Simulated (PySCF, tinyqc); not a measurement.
Worked calculation: RHF in the sto-6g basis, for HF, spin multiplicity 1. The lowest restricted solution is unstable here: a spin-polarised one lies 0.0028 hartree lower (PySCF). One step of it, computed by the program tinyqc.

Task: Iteration 3: diagonalisation and new density. Diagonalise F' = X^T F X, C = X C', fill 5 alpha and 5 beta electrons from the bottom; D = 2 C_occ C_occ^T. Each column has its largest component positive (the first on a tie).

extrapolated F (hartree), order 1F 1s, 1F 2s, 1F 2px, 1F 2py, 1F 2pz, 2H 1s:
$$\begin{pmatrix}
-26.252498 & -6.370163 & -0.002860 & 0.002486 & -0.012061 & -0.647364 \\
-6.370163 & -2.887191 & -0.000369 & 0.000321 & -0.026825 & -0.618695 \\
-0.002860 & -0.000369 & -0.456924 & -0.011510 & 0.058342 & -0.029368 \\
0.002486 & 0.000321 & -0.011510 & -0.460158 & -0.050720 & 0.025531 \\
-0.012061 & -0.026825 & 0.058342 & -0.050720 & -0.241239 & -0.414726 \\
-0.647364 & -0.618695 & -0.029368 & 0.025531 & -0.414726 & -0.277382
\end{pmatrix}$$

X, order 1F 1s, 1F 2s, 1F 2px, 1F 2py, 1F 2pz, 2H 1s:
$$\begin{pmatrix}
1.021513 & -0.123596 & 0.000000 & 0.000000 & -0.002749 & 0.013093 \\
-0.123596 & 1.050913 & 0.000000 & 0.000000 & 0.025288 & -0.145256 \\
0.000000 & 0.000000 & 1.000000 & 0.000000 & 0.000000 & 0.000000 \\
0.000000 & 0.000000 & 0.000000 & 1.000000 & 0.000000 & 0.000000 \\
-0.002749 & 0.025288 & 0.000000 & 0.000000 & 1.021454 & -0.123715 \\
0.013093 & -0.145256 & 0.000000 & 0.000000 & -0.123715 & 1.050291
\end{pmatrix}$$

Give: F' = X^T F X; orbital energies; coefficients C; D after iteration 3.

Result:

F' = X^T F X (hartree):
$$\begin{pmatrix}
-25.8451 & -3.1687 & -0.0034 & 0.0030 & -0.0255 & -0.0615 \\
-3.1687 & -1.7735 & 0.0057 & -0.0050 & 0.0495 & -0.3015 \\
-0.0034 & 0.0057 & -0.4569 & -0.0115 & 0.0632 & -0.0380 \\
0.0030 & -0.0050 & -0.0115 & -0.4602 & -0.0550 & 0.0331 \\
-0.0255 & 0.0495 & 0.0632 & -0.0550 & -0.1502 & -0.3986 \\
-0.0615 & -0.3015 & -0.0380 & 0.0331 & -0.3986 & -0.0730
\end{pmatrix}$$

orbital energies (hartree): MO1 -26.2556, MO2 -1.4269, MO3 -0.5062, MO4 -0.4702, MO5 -0.4379, MO6 0.3379

coefficients C, order 1F 1s, 1F 2s, 1F 2px, 1F 2py, 1F 2pz, 2H 1s:
$$\begin{pmatrix}
0.9972 & -0.2456 & 0.0341 & 0.0000 & 0.0287 & 0.0466 \\
0.0118 & 1.0013 & -0.1859 & 0.0000 & -0.1604 & -0.2801 \\
0.0001 & 0.0006 & -0.4063 & 0.6561 & 0.6297 & -0.0889 \\
-0.0001 & -0.0005 & 0.3532 & 0.7547 & -0.5474 & 0.0773 \\
0.0008 & 0.0264 & 0.6337 & 0.0000 & 0.3027 & -0.7519 \\
-0.0017 & 0.0833 & 0.4374 & 0.0000 & 0.4065 & 0.8810
\end{pmatrix}$$

D after iteration 3, order 1F 1s, 1F 2s, 1F 2px, 1F 2py, 1F 2pz, 2H 1s:
$$\begin{pmatrix}
2.1135 & -0.4901 & 0.0083 & -0.0072 & 0.0493 & 0.0088 \\
-0.4901 & 2.1259 & -0.0498 & 0.0433 & -0.2799 & -0.1263 \\
0.0083 & -0.0498 & 1.9842 & 0.0137 & -0.1337 & 0.1567 \\
-0.0072 & 0.0433 & 0.0137 & 1.9881 & 0.1162 & -0.1362 \\
0.0493 & -0.2799 & -0.1337 & 0.1162 & 0.9879 & 0.8049 \\
0.0088 & -0.1263 & 0.1567 & -0.1362 & 0.8049 & 0.7270
\end{pmatrix}$$
